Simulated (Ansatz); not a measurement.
BF3, SMILES FB(F)F (connectivity only; charge and spin as stated), charge +1, multiplicity 2.

Geometry: ωB97X-D3(BJ)/def2-TZVP. The multiplicity is an assumed one; other spin states were not compared. The isomer is the one that the SMILES or the coordinates give; other isomers of the formula were not compared.

Two levels are set side by side: PBE/def2-SVPD (Ansatz, a quantum-chemistry and plane-wave program) and PBE0/def2-SVPD (Ansatz). Energy differences of separate SCF runs at the same geometry; the states with an electron removed or added have multiplicity 3 and 1. Differences are taken from unrounded values.

```csv
quantity,PBE0,PBE,PBE minus PBE0
vertical ionisation energy (eV),24.99,24.38,-0.61
vertical electron affinity (eV),14.17,13.68,-0.49
```
